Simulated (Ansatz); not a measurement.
## Worked example: the enthalpy of formation of Si3H8 (trisilane)

Si3H8 has 11 atoms, charge 0, and is taken as a singlet. As SMILES, `[SiH3][SiH2][SiH3]`. Geometry: relaxed at PBE0-D4/def2-TZVP.

Total energies at SVWN5/6-31G* (spherical functions) (Ansatz 0.2.0); the atoms run unrestricted:

| species | state | energy (Eh) |
| --- | --- | --- |
| Si3H8 | singlet | -869.646076 |
| Si | triplet | -288.182180 |
| H | doublet | -0.476044 |

Harmonic wavenumbers at B3LYP/6-31G*, in cm⁻¹: 77, 96, 101, 320, 382, 428, 444, 465, 571, 601, 719, 734, 886, 898, 934, 947, 949, 951, 957, 2212, 2221, 2228, 2234, 2242, 2243, 2245, 2248.

Measured heats of formation of the gaseous atoms at 298.15 K, in kJ/mol: Si 450.0, H 218.0. Spin-orbit lowering of the atoms at 298 K (mean of the ground term's levels less their thermal mean, from spectra), in kJ/mol: Si 0.44. Take 1 Eh = 2625.50 kJ/mol, 1 cm⁻¹ = 0.0119627 kJ/mol, RT = 2.479 kJ/mol.

Task: What heat of formation follows?

Result: 
1. Electronic atomisation energy: 3 × (-288.182180) + 8 × (-0.476044) − (-869.646076) = 1.291184 Eh = 3390.0 kJ/mol.
2. Zero-point energy: half the sum of the wavenumbers, 14666.5 cm⁻¹ = 175.5 kJ/mol.
3. Thermal vibrational enthalpy, Σ hcν̃/(exp(hcν̃/kT) − 1): 12.2 kJ/mol. Translation, rotation and pV of a non-linear molecule: 4 RT = 9.9 kJ/mol.
4. The 11 free atoms carry 5/2 RT each: 68.2 kJ/mol.
5. Spin-orbit coupling lowers the free atoms by 3 × 0.44 = 1.3 kJ/mol.
6. Atomisation enthalpy at 298 K: 3390.0 − 1.3 − 175.5 − 12.2 − 9.9 + 68.2 = 3259.3 kJ/mol.
7. Sum of the atoms' heats of formation: 3094.0 kJ/mol. Heat of formation: 3094.0 − 3259.3 = -165.3 kJ/mol.

The tabulated value is +120.9 kJ/mol (CRC Handbook of Chemistry and Physics), so this level is off by -286.2 kJ/mol, or 9.6 % of the atomisation enthalpy that the table implies (2973.1 kJ/mol). The LDA overbinds, which puts heats of formation too low. Anharmonicity and any spin-orbit splitting of the molecule are left out.
